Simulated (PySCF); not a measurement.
Species: C5H7F.
Z-matrix (Å and degrees, PBE0-D3(BJ)/def2-SVP geometry), rows numbered from 1:
```
C 
C   1  1.3332
C   2  1.5012  1  125.13
C   3  1.4991  2  112.25  1   120.25
C   4  1.3298  3  124.92  2   116.56
F   5  1.3339  4  122.53  3     0.88
H   1  1.0930  2  121.34  3   179.95
H   1  1.0953  2  121.51  3     0.27
H   2  1.0973  1  119.31  3   179.32
H   3  1.1036  2  109.23  1    -1.70
H   3  1.1023  2  109.70  1  -118.73
H   4  1.0937  3  118.37  2   -62.01
H   5  1.0937  4  124.93  3  -179.42
```

The closed-shell ground state was solved at several levels (PySCF, density fitting, gas phase, non-relativistic).

```
         level  basis functions  HOMO (eV)  LUMO (eV)  gap (eV)  dipole (D)
PBE0/def2-TZVP              228      -7.25      -0.10      7.15        1.10
 PBE0/pcSseg-2              314      -7.28      -0.17      7.11        1.14
 OPBE/pcSseg-1              137      -6.01      -0.91      5.10        0.99
 PBE0/def2-SVP              119      -7.17       0.11      7.28        1.10
  KT3/pcSseg-1              137      -6.07      -0.97      5.10        1.02
```

What might BP86/pcSseg-1 (137 basis functions) give for the same quantities?

HOMO -6.16 eV, LUMO -1.14 eV, gap 5.02 eV, dipole 1.03 D.

Over all these levels, which gives the widest orbital gap and which the narrowest?

PBE0/def2-SVP (global hybrid, 25 % exact exchange) has the widest, 7.28 eV, and BP86/pcSseg-1 (GGA) the narrowest, 5.02 eV. Functional and basis both differ between the two, so the spread mixes both effects.

How much does the basis alone move the frontier levels among the 3 PBE0 rows?

The HOMO by 0.11 eV and the LUMO by 0.28 eV. By rising basis size (HOMO, LUMO in eV): def2-SVP -7.17, 0.11; def2-TZVP -7.25, -0.10; pcSseg-2 -7.28, -0.17.

How far do the dipole and the HOMO energy spread over the levels?

The dipole runs from 0.99 to 1.14 D (mean 1.06 D) and the HOMO from -7.28 to -6.01 eV.

One conformer stands for the species.
